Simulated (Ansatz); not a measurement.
## How far each method lies from UCCSDT(Q) for InH$_{4}$⁻, triplet

All five atoms lie in one plane.

Geometry: a PBE0/def2-TZVPD stationary point for this spin, not checked as a minimum. The singlet lies 1.2 eV lower here.

```xyz
5

In    0.0000    0.0000    0.0000
H     1.2631    0.0000    1.2631
H    -1.2631    0.0000    1.2631
H    -1.2631    0.0000   -1.2631
H     1.2631    0.0000   -1.2631
```

Basis def2-TZVPD with its core potentials; Ansatz 0.2.0. Only valence electrons are correlated (noble-gas cores and the filled d shells of p-block atoms frozen), which leaves 8 electrons in 83 orbitals. Prefix R: restricted or restricted open-shell reference; prefix U: unrestricted. Active spaces: valence = (8e, 8o) chosen from the atoms' valence shells. No spin–orbit coupling is included; scalar relativity enters through the core potentials alone.

Full CI isn't at hand for all of this; UCCSDT(Q) serves as the reference, and is uncertain by about the last step of the cluster series. The frozen core follows each run's orbitals, which can shift R against U totals by a few meV for light atoms and by up to 0.1 eV past Ca.

- UHF ⟨S²⟩: 2.049
- T1 diagnostic (RCCSD): 0.0242
- largest doubles amplitude (RCCSD): 0.052
- T1 diagnostic (UCCSD): 0.0235

Task: From what is known of these methods and the diagnostics, rank them by the size of their error in total energy against UCCSDT(Q) in def2-TZVPD, smallest first (an estimate: the text doesn't fix the numbers).
A. UHF
B. UCCSD
C. UCCSD(T)
D. UCCSDT
E. UMP2

Result: D (0.13 kcal/mol), C (1.00 kcal/mol), B (4.18 kcal/mol), E (24.32 kcal/mol), A (95.65 kcal/mol).

All errors are against UCCSDT(Q) in def2-TZVPD. Within each family the higher level lies nearer, as is usual though not guaranteed.

Natural occupations of CASSCF (valence space) about the gap: 1.973 1.952 1.952 1.010 1.000 0.053 0.030 0.030; effectively unpaired electrons, Σ n²(2−n)², 2.04.
